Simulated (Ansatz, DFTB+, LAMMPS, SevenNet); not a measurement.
# fcc Cu, equilibrium lattice constant a

Reference value: 3.595 Å (measured, low-temperature or extrapolated to 0 K; zero-point anharmonic expansion removed; as tabulated in Csonka et al. (2009), arXiv:0903.4037).

```tsv
level (code)	value (Å)	error (%)
Lennard-Jones uff-vdw (LAMMPS)	4.804	+34
GFN1-xTB as cut by DFTB+	3.792	+5.48
SevenNet-l3i5	3.613	+0.50
LDA (Ansatz)	3.518	-2.14
PBE (Ansatz)	3.629	+0.95
rVV10 (Ansatz)	3.647	+1.45
r²SCAN-D4 (Ansatz)	3.560	-0.97
B3LYP (VWN-RPA form) (Ansatz)	3.690	+2.64
Hartree–Fock (Ansatz)	3.979	+10.7
```

Leaving aside Lennard-Jones uff-vdw (doubt noted below): Of the ranked levels SevenNet-l3i5 (+0.50 %) comes nearest. Among them Hartree–Fock (+10.7 %) misses by most. No ranked level lands within 0.3 %.

Lennard-Jones uff-vdw: the cell moved over 20 % in volume from its start. Lennard-Jones uff-vdw: this is a force field's van der Waals term alone, without bonds or charges. GFN1-xTB as cut by DFTB+: the method was fitted mainly to molecules. GFN1-xTB as cut by DFTB+: codes differ in how they cut the long-range tail of xTB's charge interaction in a crystal, so the value belongs to this code. Hartree–Fock: the cell is over a tenth larger than the published one: the level's own overestimate first of all, though another phase or state, or a fault of the published cell, is possible. Cutoffs and k meshes differ between the levels. Ansatz's density-functional and Hartree–Fock values are scalar-relativistic unless marked +SOC, with PAW data made under PBE.

Machine-learned potentials (SevenNet-l3i5) are trained on DFT data: a solid inside that data is no test of them.

Differences are worked out from the printed values.

Ansatz is a program for electronic structure.
